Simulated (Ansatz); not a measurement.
Relaxation of CH$_{4}$BSi (7 atoms, charge 0, multiplicity 2), to a largest force component of 0.015 eV/Å in at most 40 steps.

Theory: Ansatz 0.2.0, UKS PBE-D4/6-31G.

```xyz
7
Properties=species:S:1:pos:R:3
B -1.790 -0.140 -0.611
Si 0.046 0.051 -0.585
C 1.116 -0.169 0.829
H -2.937 -0.026 -0.532
H 0.806 0.404 -1.798
H 0.857 -0.849 1.627
H 2.176 0.019 0.751
```

Question: Where does it end, and by what steps?

Answer: The forces met the threshold. Limits of this set-up: no polarisation functions. After 21 steps the energy has fallen by 0.296 eV; B1 moved furthest, 0.37 Å.

| step | energy less start (eV) | largest force component (eV/Å) | accepted |
| --- | --- | --- | --- |
| 0 | 0.0000 | 0.947 | yes |
| 1 | -0.1599 | 1.392 | yes |
| 2 | -0.2207 | 0.417 | yes |
| 3 | -0.2173 | 0.199 | no |
| 4 | -0.2267 | 0.078 | yes |
| 5 | -0.2277 | 0.035 | yes |
| 6 | -0.2280 | 0.022 | yes |
| 7 | -0.2283 | 0.025 | yes |
| 8 | -0.2115 | 0.735 | no |
| 9 | -0.2320 | 0.096 | yes |
| 10 | -0.2453 | 0.288 | yes |
| 11 | -0.2215 | 0.833 | no |
| 12 | -0.2646 | 0.308 | yes |
| 13 | -0.2701 | 0.412 | yes |
| 14 | -0.2776 | 0.573 | yes |
| 15 | -0.2727 | 0.424 | no |
| 16 | -0.2920 | 0.075 | yes |
| 17 | -0.2937 | 0.118 | yes |
| 18 | -0.2955 | 0.063 | yes |
| 19 | -0.2955 | 0.032 | yes |
| 20 | -0.2956 | 0.056 | yes |
| 21 | -0.2961 | 0.002 | yes |

```xyz
7
Properties=species:S:1:pos:R:3
B -1.862 -0.199 -0.250
Si 0.049 0.076 -0.552
C 1.176 -0.285 0.767
H -2.880 -0.071 -0.874
H 0.716 0.579 -1.821
H 0.815 -0.653 1.733
H 2.261 -0.158 0.680
```

The run took 38 s on 1 thread of Intel(R) Xeon(R) Platinum 8375C CPU @ 2.90GHz (Ice Lake) (shared host), peak memory 0.15 GiB.
